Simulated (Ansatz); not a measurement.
# MgHCl: ionisation energy by level of theory

An exercise on one series of results from a longer session: the logs are not shown, and one member is left open.

Computed with Ansatz 0.2.0, Gaussian basis. Level: unrestricted cation, the program's frozen cores in correlated methods.

The runs, in order: UKS PBE-D4/def2-TZVPP; UKS r2SCAN-D4/def2-TZVPP; UKS PBE0-D4/def2-TZVPP; UKS B3LYP-D4/def2-TZVPP; UKS wB97X-V/def2-TZVPP; UKS wB97M-V/def2-TZVPP; UKS B2PLYP/def2-TZVPP; UHF-CCSD(T)/def2-TZVPP; UHF-CCSD(T)/def2-QZVPP; extrapolation to the limit; then −ε(HOMO) from the neutral's earlier runs with LDA (SPW92), PBE-D4, revPBE-D4, BLYP-D4, r2SCAN-D4, B97M-V, PBE0-D4, B3LYP-D4, r2SCANh-D4, r2SCAN0-D4, HSE06-D4, BHLYP-D4, CAM-B3LYP-D4, LC-ωPBE, ωB97X-V, ωB97M-V.

### The geometry

All runs share one geometry, relaxed beforehand with PBE0-D4 in a triple-zeta def2 set.

SMILES `[MgH][Cl]`, 3 atoms, charge 0, spin multiplicity 1.

Atoms are counted from 1 here; the program's logs count them from 0.

Bond lengths: Mg1–Cl2 2.187 Å, Mg1–H3 1.686 Å. Angles: Cl2–Mg1–H3 179.9°.

Set-up of the first run:

Contents of in.yaml:

```yaml
crystal:
  periodic: [false, false, false]
  atoms:
    - {symbol: Mg, position_ang: [-0.150024, -0.002017, -0.082550]}
    - {symbol: Cl, position_ang: [1.766536, -0.265498, 0.937522]}
    - {symbol: H, position_ang: [-1.627512, 0.202716, -0.868172]}
basis:
  gaussian: {orbitals: def2-TZVPP}
total_charge: 1
magnetization: {spin_polarized: true, initial_magnetization: 1}
hamiltonian: {xc: pbe, dispersion: d4}
```

Steps of the session up to this table: Cation, UKS PBE-D4/def2-TZVPP; Cation, UKS r2SCAN-D4/def2-TZVPP; Cation, UKS PBE0-D4/def2-TZVPP; Cation, UKS B3LYP-D4/def2-TZVPP; Cation, UKS wB97X-V/def2-TZVPP; Cation, UKS wB97M-V/def2-TZVPP; Cation, UKS B2PLYP (frozen core)/def2-TZVPP; Cation, UHF-CCSD(T)/def2-TZVPP; Cation, UHF-CCSD(T)/def2-QZVPP.

One table of the session follows, with a row left open; its other results are not shown here.

For comparison, −ε(HOMO) of the neutral from earlier runs:

| functional | −ε(HOMO) (eV) |
| --- | --- |
| LDA (SPW92) | 7.18 |
| PBE-D4 | 7.07 |
| revPBE-D4 | 7.02 |
| BLYP-D4 | 6.99 |
| r2SCAN-D4 | 7.32 |
| B97M-V | ? |
| PBE0-D4 | 8.28 |
| B3LYP-D4 | 8.11 |
| r2SCANh-D4 | 7.76 |
| r2SCAN0-D4 | 8.44 |
| HSE06-D4 | 7.87 |
| BHLYP-D4 | 9.43 |
| CAM-B3LYP-D4 | 9.71 |
| LC-ωPBE | 11.07 |
| ωB97X-V | 10.71 |
| ωB97M-V | 10.49 |

Estimate the missing values for B97M-V.

The run gave: −ε(HOMO) (eV): 7.43. In the column «−ε(HOMO) (eV)» it lies between r2SCAN-D4 (7.32) and r2SCANh-D4 (7.76).
